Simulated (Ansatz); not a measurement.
# CHNSi+ (quartet): wave-function methods side by side, def2-TZVPP

One table from this session's results is given with a row withheld; the runs are named, their logs left out.

Computed with Ansatz 0.2.0, Gaussian basis. Level: def2-TZVPP, core rule «outside noble gas», up to 7 orbitals frozen.

The runs, in order: UHF; ROHF; CCSD(T) on UHF.

2 further runs of the same task are left out: 2 set aside as unsound or not needed.

## The geometry

The geometry is a PBE0/def2-TZVP stationary point (not a proven minimum) of the parent state, kept for this charge and spin.

4 atoms, charge 1, spin multiplicity 4.

Atoms are counted from 1 here; the program's logs count them from 0.

Bond lengths: C1–N2 1.240 Å, C1–Si3 1.952 Å, N2–H4 1.013 Å. Angles: N2–C1–Si3 78.7°, C1–N2–H4 135.7°.

The first run:

in.yaml

```yaml
crystal:
  periodic: [false, false, false]
  atoms:
    - {symbol: C, position_ang: [0.000000, -0.784833, 0.780179]}
    - {symbol: N, position_ang: [0.000000, 0.409287, 1.114041]}
    - {symbol: Si, position_ang: [0.000000, 0.098619, -0.960690]}
    - {symbol: H, position_ang: [0.000000, 0.916592, 1.991118]}
basis:
  gaussian: {orbitals: def2-TZVPP}
total_charge: 1
magnetization: {spin_polarized: true, initial_magnetization: 3}
hamiltonian: {xc: hf}
output: {orbitals: {seedname: orbitals}}
```

The run is started by

```console
ansatz run in.yaml --threads 1 --pin off --events-out ev --progress --plain --max-ram 4096MiB --backend cpu
```

Among the steps run: UHF; ROHF; CCSD(T) on UHF.

One table of the session follows, with a row left open; its other results are not shown here.

```
  method  from UCCSD(T) (kcal/mol)
    ROHF                   +267.98
     UHF                         ?
    UMP2                    +26.79
   UCCSD                    +15.05
UCCSD(T)                         0
```

Q: Estimate the row for UHF from the others.

**Answer.** from UCCSD(T) (kcal/mol): +263.57. In the column «from UCCSD(T) (kcal/mol)» it lies between UMP2 (+26.79) and ROHF (+267.98).
